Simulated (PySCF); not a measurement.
Dipole moment and polarisability of `CCC(C)=C=S`

Compound: C5H8S.
Cartesian coordinates in Å at the GFN2-xTB level; atoms count from 1:
```xyz
14
C5H8S angstrom
C      1.5808   -0.3551    0.7109
C      0.6723   -0.5902   -0.4948
C     -0.5336    0.3243   -0.4720
C     -1.6930   -0.0748    0.4013
C     -0.5428    1.4277   -1.1578
S     -0.5387    2.7474   -1.9953
H      1.0475   -0.5326    1.6415
H      2.4332   -1.0295    0.6709
H      1.9489    0.6681    0.7136
H      1.2413   -0.4204   -1.4104
H      0.3212   -1.6245   -0.4940
H     -2.0668   -1.0519    0.0963
H     -1.3721   -0.1392    1.4401
H     -2.4988    0.6502    0.3275
```

Level: CAM-B3LYP/def2-SVPD (PySCF), static field, nuclei fixed, core orbitals frozen in the response. The polarisability tensor in these axes (au):

```
x    72.09  -4.19   1.97
y    -4.19 103.44 -27.64
z     1.97 -27.64  82.33
```

Q: Give the principal values, the mean and the anisotropy Δα = √{½[(α1 − α2)² + (α2 − α3)² + (α1 − α3)²]}.

A: Principal values 63.23, 71.75 and 122.89 au; mean 85.96 au = 12.74 Å³ = 14.17 × 10⁻⁴⁰ C²·m²/J; Δα = 55.89 au (65 % of the mean).

Q: What is the dipole moment, and where does it point?

A: (0.12, -1.84, 1.22) D, 2.21 D in size, pointing from the negative to the positive side. Measured along this direction, the outermost atoms are S6 at the negative end and H7 and H8 at the positive end.

Q: Rayleigh depolarisation ratio (linearly polarised light, static tensor)?

A: ρ = 3Δα²/(45ᾱ² + 4Δα²) = 9371.3/(332477 + 12495.0) = 0.0272.

Q: Orientational against electronic polarisability at 250 K (dilute gas, rigid molecules)?

A: In Gaussian units μ²/3kT = 47.19 Å³ against 12.74 Å³, a ratio of 3.70; the Debye molar polarisation (4π/3)N_A(α + μ²/3kT) is 151.2 cm³/mol, leaving out the vibrational part.

Q: Sum over states: ᾱ = Σ f/ω², ω in Eh. What share falls to these 8 lowest TDDFT singlets (eV, f)? 2.25, 0.0000; 5.49, 0.0237; 5.60, 0.0145; 5.82, 0.0001; 6.36, 0.0205; 6.50, 0.3954; 6.60, 0.0700; 6.87, 0.0024.

A: They add up to 9.47 au, 11.0 % of the 85.96 au; the largest single term is 6.94 au, from the state at 6.50 eV. Terms in order: 0.00, 0.58, 0.34, 0.00, 0.37, 6.94, 1.19, 0.04 au. Higher excitations give the rest. The strengths listed sum to 0.526.

Q: Give the principal axes and the span of the nuclei along them.

A: Largest value along (-0.09, 0.82, -0.56), where the nuclei span 4.89 Å; middle along (0.99, 0.02, -0.12), 4.81 Å; least along (0.09, 0.57, 0.82), 2.44 Å. 

One conformer (not necessarily the lowest) at the GFN2-xTB geometry, without solvent, vibrations or thermal averaging.
